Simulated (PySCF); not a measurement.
C₆H₅ (doublet state).
Geometry (GFN2-xTB, Å), atoms numbered from 1 in this order:
```
atom  x, y, z in Å
C1    -2.041    0.027   -0.030
C2    -0.718   -0.122   -0.022
C3     0.061   -1.345   -0.091
C4     1.366   -1.098   -0.055
C5     1.516    0.365    0.044
C6     0.301    0.939    0.064
H7    -2.497    1.002    0.029
H8    -2.706   -0.818   -0.096
H9     2.188   -1.785   -0.088
H10    2.473    0.853    0.091
H11    0.063    1.984    0.129
```

As a line formula: `C=C1[C]=CC=C1` [radical].

Method: UKS B3LYP, pcH-1 on C H, non-relativistic, mean-field spin-orbit, GIAO (PySCF 2.14.0). Isolated species at its GFN2-xTB geometry, gas phase. Couplings are sensitive to structure, and on GFN2-xTB geometries they can be far from those on DFT ones. No stability test was run, so a lower SCF solution isn't excluded.

Mulliken spin populations: C1 +0.006, C2 -0.023, C3 +1.048, C4 -0.129, C5 +0.094, C6 -0.027, H7 -0.001, H8 +0.004, H9 +0.015, H10 +0.006, H11 +0.007.

(1) Give the computed dipolar 1H tensors of H7, H8, H10, H11.

(2) Estimate them with point dipoles: put each population ρk at its nucleus, leave out the nucleus itself and the atom bound to it, and sum T = Σ [ρk/(2S)]·C·(3 n nᵀ − 1)/r³ with C = μ0 gₑ μB g_N μN/(4π h) = 79.06 MHz Å³.

(3) If all the spin sat on C3, T∥ = 2C/r³. What distance does the computed T3 of H7 then imply?

Results:

(1) 
```csv
atom,position,distance from C3 (Å),T1 (MHz),T2,T3
H7,3 bonds from C3,3.47,-1.79,-1.74,3.53
H8,3 bonds from C3,2.82,-3.78,-3.29,7.07
H10,3 bonds from C3,3.27,-3.37,-2.79,6.17
H11,3 bonds from C3,3.34,-3.42,0.78,2.64
```

(2) 
| atom | T1 (MHz) | T2 | T3 | T3, computed | difference in T3 (%) |
| --- | --- | --- | --- | --- | --- |
| H7 | -1.76 | -1.67 | 3.43 | 3.53 | -3 |
| H8 | -3.61 | -3.40 | 7.01 | 7.07 | -1 |
| H10 | -1.78 | -1.32 | 3.09 | 6.17 | -50 |
| H11 | -2.58 | -1.85 | 4.43 | 2.64 | +68 |

In T3 the estimate is closest for H8 (-1 %, 2.82 Å from C3) and worst for H11 (+68 %, 3.34 Å).

(3) r = (2 × 79.06/3.53)^(1/3) = 3.55 Å, against 3.47 Å in the structure.

On Arm Neoverse V1, one thread, no GPU, shared host with 32 logical CPUs at a one-minute load of 8.6, this took 26 s of wall time (grids of density and orbitals included) and 0.77 GiB of memory at its peak.
